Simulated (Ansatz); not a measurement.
# Down a group: vertical spin gaps of AlSi, GaSi

Ansatz 0.2.0, basis cc-pVDZ; geometries are PBE0/def2-TZVP minima. Wave-function levels freeze the cores with the filled d shells of p-block atoms; HF, MP2 and coupled cluster are restricted for singlets and unrestricted otherwise, restricted open-shell where a d shell is frozen. NEVPT2 and MRCISD+Q stand on CASSCF in the full valence space. The reference is full CI, exact within the basis. An error is the level's value less the reference. None of these values is a measured one. Energies are electronic, without zero-point terms. No spin–orbit coupling and no scalar relativity. The set is small: such energies can lie up to about 0.3 eV from the limit, spin gaps mostly less, so near ties and functionals' places can change in larger sets. The species are chosen: bound, without strong static correlation by their natural occupations or amplitudes, in their lowest spin state as far as vertical gaps and like structures tell, and with a ladder that closes on the reference, so errors are smaller than for species at large; levels whose determinant breaks symmetry or spin markedly are left out.

```
      species    bonds (Å)                       quantity  symmetry of the states  reference  value (eV)  error CCSD  error CCSD(T)  error CCSDT(Q)  error NEVPT2  error MRCISD+Q
AlSi, quartet  Al–Si 2.416  sextet less quartet, vertical             Σ⁻ or Δ / Π    full CI       3.630      -0.083         -0.020           0.000        -0.022           0.025
GaSi, quartet  Si–Ga 2.418  sextet less quartet, vertical             Σ⁻ or Δ / Π    full CI       4.128      -0.069         -0.014          -0.001        -0.027           0.021
```

The reference rises from Al to Ga, by 0.498 eV in all.
